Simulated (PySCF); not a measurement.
C3H5FS.
SMILES with atom numbers: `[CH2:1]=[C:2]([F:3])[S:4][CH3:5]` (hydrogens: H6, H7 on C1; H8, H9, H10 on C5)

All values: PBE0/pcSseg-1 and CAM-B3LYP/def2-SVPD (PySCF, non-relativistic), on one gas-phase PBE0-D3(BJ)/def2-SVP geometry that isn't relaxed in the solvent. The solvent is an IEF-PCM continuum (cavity from Bondi-type radii × 1.2). Specific hydrogen bonds and non-electrostatic terms are outside this model.

Gas phase at PBE0/pcSseg-1: HOMO -6.68 eV, LUMO -0.08 eV, dipole 1.14 D.

What does the continuum do to the energy, the frontier levels and the dipole at PBE0/pcSseg-1 in chloroform and dichloromethane?

```json
{"solvent": "chloroform", "ε": "4.711", "E(solvent) − E(gas) (kcal/mol)": "-2.19", "polarisation term (kcal/mol)": "-2.37", "distortion of the solute (kcal/mol)": "0.18", "HOMO (eV)": "-6.69", "LUMO (eV)": "-0.05", "dipole (D)": "1.35"}
{"solvent": "dichloromethane", "ε": "8.93", "E(solvent) − E(gas) (kcal/mol)": "-2.61", "polarisation term (kcal/mol)": "-2.86", "distortion of the solute (kcal/mol)": "0.25", "HOMO (eV)": "-6.70", "LUMO (eV)": "-0.06", "dipole (D)": "1.39"}
```

The first energy column is the sum of the next two and covers electrostatics alone. From chloroform to dichloromethane the lowering changes by a factor 1.19, Onsager's factor (ε − 1)/(2ε + 1) by 1.18 and ε itself by 1.9.

Which radius a makes the point-dipole formula ΔE = −[(ε − 1)/(2ε + 1)]·μ²/a³ give the value in dichloromethane, with the gas-phase dipole?

μ = 0.450 au and |ΔE| = 0.00416 Eh give a = 1.45 Å; the farthest nucleus lies 2.94 Å from the centroid of the nuclei, so such a sphere wouldn't even hold the nuclei. The formula assumes a rigid point dipole at the centre of a sphere.

Which Hirshfeld charges (PBE0/pcSseg-1) respond most in chloroform (means over atoms taken as equivalent)?

```json
{"atoms": "S4", "environment": "sulfide sulfur", "gas (e)": "+0.019", "solvent (e)": "+0.005", "change": "-0.014"}
{"atoms": "F3", "environment": "vinyl fluorine", "gas (e)": "-0.072", "solvent (e)": "-0.078", "change": "-0.006"}
{"atoms": "C2", "environment": "vinylic C–F carbon", "gas (e)": "+0.062", "solvent (e)": "+0.057", "change": "-0.005"}
{"atoms": "H6", "environment": "vinylic hydrogen", "gas (e)": "+0.052", "solvent (e)": "+0.057", "change": "+0.005"}
{"atoms": "H8/H9/H10", "environment": "methyl hydrogen", "gas (e)": "+0.049", "solvent (e)": "+0.053", "change": "+0.004"}
{"atoms": "H7", "environment": "vinylic hydrogen", "gas (e)": "+0.053", "solvent (e)": "+0.057", "change": "+0.004"}
```

Gas phase at CAM-B3LYP/def2-SVPD: HOMO -7.98 eV, LUMO 0.76 eV, dipole 1.10 D.

What does the continuum do to the energy, the frontier levels and the dipole at CAM-B3LYP/def2-SVPD in chloroform and dichloromethane?

| solvent | ε | E(solvent) − E(gas) (kcal/mol) | polarisation term (kcal/mol) | distortion of the solute (kcal/mol) | HOMO (eV) | LUMO (eV) | dipole (D) |
| --- | --- | --- | --- | --- | --- | --- | --- |
| chloroform | 4.711 | -2.22 | -2.43 | 0.21 | -7.98 | 0.83 | 1.33 |
| dichloromethane | 8.93 | -2.64 | -2.94 | 0.30 | -7.99 | 0.83 | 1.38 |

How does the static polarisability (CAM-B3LYP/def2-SVPD, frozen core, with the continuum's full static response) change?

| medium | isotropic (au) | principal values (au) | ⟨r²⟩ of the electrons (bohr²) |
| --- | --- | --- | --- |
| gas | 60.9 | 46.6, 53.8, 82.5 | 539.5 |
| chloroform | 75.6 | 58.0, 66.6, 102.3 | 538.9 |
| dichloromethane | 79.1 | 61.1, 69.7, 106.4 | 538.8 |

The isotropic value in dichloromethane is 1.30 times the gas-phase one; no cavity-field correction is applied. ⟨r²⟩ is taken about the centre of nuclear charge.

Shape of the structure used: `[CH2:1]=[C:2]([F:3])[S:4][CH3:5]`: C1–C2–S4–C5 -142°.
